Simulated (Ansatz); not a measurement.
Two isomers of CHNO: A = `N#CO`, B = `N=C=O`.

Program: Ansatz. Geometries: PBE0-D4/def2-TZVP. ΔE: electronic, gas phase. CCSD(T)/CBS is frozen-core, at the limit of the def2 triple- and quadruple-zeta sets. Functionals use def2-TZVPP. B3LYP here is the variant with VWN-RPA as its local correlation; programs differ in this. One conformer a species, not always the lowest.

A:

```xyz
4

N    -0.7713   -0.5255   -1.3196
C    -0.2961   -0.0412   -0.3877
O     0.1936    0.5562    0.6457
H     0.8738    0.0105    1.0617
```

B:

```xyz
4

N    -0.625   -0.442   -0.017
C     0.430    0.098    0.218
O     1.458    0.523    0.548
H    -1.262   -0.180   -0.748
```

Q: Which isomer does CCSD(T)/CBS put lower? Give the gap. (Estimate.)

A: The calculation gave: B, by 102.8 kJ/mol.

Q: Give E(B) − E(A) in kJ/mol with PBE-D4, HF/def2-TZVPP, LDA (SPW92), MP2/def2-TZVPP, B2PLYP, CCSD(T)/def2-SVP, B3LYP. (Estimate.)

A: Ansatz gave: PBE-D4 -127.4, HF/def2-TZVPP -102.5, LDA (SPW92) -131.9, MP2/def2-TZVPP -105.7, B2PLYP -114.3, CCSD(T)/def2-SVP -103.8, B3LYP -119.6. None reverses the order clearly.

Q: Does the order hold for the free energy at 298.15 K (harmonic terms from PBE0-D4)? (Estimate.)

A: Ansatz gave: Yes: G(B) − G(A) = -103.0 kJ/mol, for one conformer each.

Largest T1 diagnostic: 0.018.

From BLYP to BHLYP (50 % exact exchange), in def2-TZVPP and without D4, E(B) − E(A) moves by +10.7 kJ/mol. Leaving LDA and LC-ωPBE aside and taking each functional with its dispersion term where it has one, the values, not all of them listed here, spread over 19.5 kJ/mol, from r2SCAN-D4 to ωB97M-V. LDA lies −4.6 kJ/mol from PBE without D4.
